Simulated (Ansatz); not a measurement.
Results of PBE (Ansatz, a quantum-chemistry and plane-wave program, PAW) for hcp Y.

Run with plane-wave cutoff 520 eV, 24×24×12 k mesh (along the axes of the cell as run), Fermi–Dirac smearing 0.025 eV (set by the program), scalar-relativistic PAW data made under PBE.

Computed at the level's own relaxed cell.

Hill averages of the elastic tensor: K = 41.0 GPa, G = 26.5 GPa. Volume 32.881 Å³/atom, mean atomic mass 88.906 u.

Q: Work out the density, the sound velocities of a polycrystal and the elastic Debye temperature, and Pugh's ratio at this level.

A: ρ = 1.66054 × 88.906/32.881 = 4.490 g/cm³. v_l = √[(K + 4G/3)/ρ] = 4.123 km/s and v_t = √(G/ρ) = 2.429 km/s. The mean follows from 3/v_m³ = 1/v_l³ + 2/v_t³: v_m = 2.692 km/s. Θ_D = (ħ/k_B) v_m (6π²/V)^(1/3) = 76.38 K Å s/km × 2.692 × 1.2167 Å⁻¹ = 250 K, counting all atoms of the cell. K/G = 1.55, to be set beside Pugh's rough bound of 1.75 between brittle and ductile metals.
